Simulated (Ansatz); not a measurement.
Input file:

```yaml
crystal:
  periodic: [false, false, false]
  atoms:
    - {symbol: O, position_ang: [0.000000, -0.122039, 0.074000]}
    - {symbol: H, position_ang: [0.000000, 1.475483, -2.010178]}
    - {symbol: H, position_ang: [0.000000, 0.461689, 0.835550]}
basis:
  gaussian: {orbitals: cc-pVDZ}
magnetization: {spin_polarized: true, initial_magnetization: 0}
correlation: {method: ccsdt_q, electrons: outside_noble_gas}
```

```sh
$ ansatz run in.yaml --threads 1 --pin off --events-out ev --progress --plain --max-ram 2816MiB --backend cpu
```

The program prints:

```
356 factors; integrals over basis functions are off by at most 1.8e-7 eV
mean field evaluation 1: about -2052.6660 eV, gradient 3.3e1 eV
mean field evaluation 2: about -2052.6663 eV, gradient 3.3e1 eV
mean field evaluation 4: about -2059.9770 eV, gradient 4.1e0 eV
mean field evaluation 8: about -2060.1782 eV, gradient 1.9e-1 eV
mean field evaluation 16: about -2060.2943 eV, gradient 1.2e0 eV
mean field evaluation 32: about -2065.1700 eV, gradient 3.7e-1 eV
mean field evaluation 64: about -2061.3837 eV, gradient 2.0e1 eV
mean field evaluation 96: about -2065.1332 eV, gradient 8.1e-1 eV
mean field evaluation 128: about -2065.1317 eV, gradient 4.7e-2 eV
mean field evaluation 160: about -2065.1724 eV, gradient 2.6e-1 eV
...
cycle  23  -4.56866844 eV  change   -9.5e-5 eV  update   1.2e-5
cycle  24  -4.56871191 eV  change   -4.3e-5 eV  update   6.1e-6
cycle  25  -4.56871356 eV  change   -1.6e-6 eV  update   2.9e-6
cycle  26  -4.56871668 eV  change   -3.1e-6 eV  update   1.6e-6
cycle  27  -4.56872027 eV  change   -3.6e-6 eV  update   1.1e-6
cycle  28  -4.56872099 eV  change   -7.2e-7 eV  update   5.5e-7
cycle  29  -4.56872218 eV  change   -1.2e-6 eV  update   2.9e-7
cycle  30  -4.56872122 eV  change    9.5e-7 eV  update   2.8e-7
cycle  31  -4.56872180 eV  change   -5.8e-7 eV  update   7.8e-8
cycle  32  -4.56872171 eV  change    9.6e-8 eV  update   4.0e-8
perturbative correction -0.02167794 eV, -0.0007966498 hartree
WARN: these amplitudes may be one of several solutions (largest doubles amplitude 0.69, level shift 0.00 eV)
Total energy: -2069.76402553 eV, -76.0624250017 hartree
```

For the same geometry and basis full CI lies 0.5 meV lower.

Ran on 1 thread of AMD EPYC 7R13, shared host: 4.6 s wall, 0.17 GiB peak host memory.
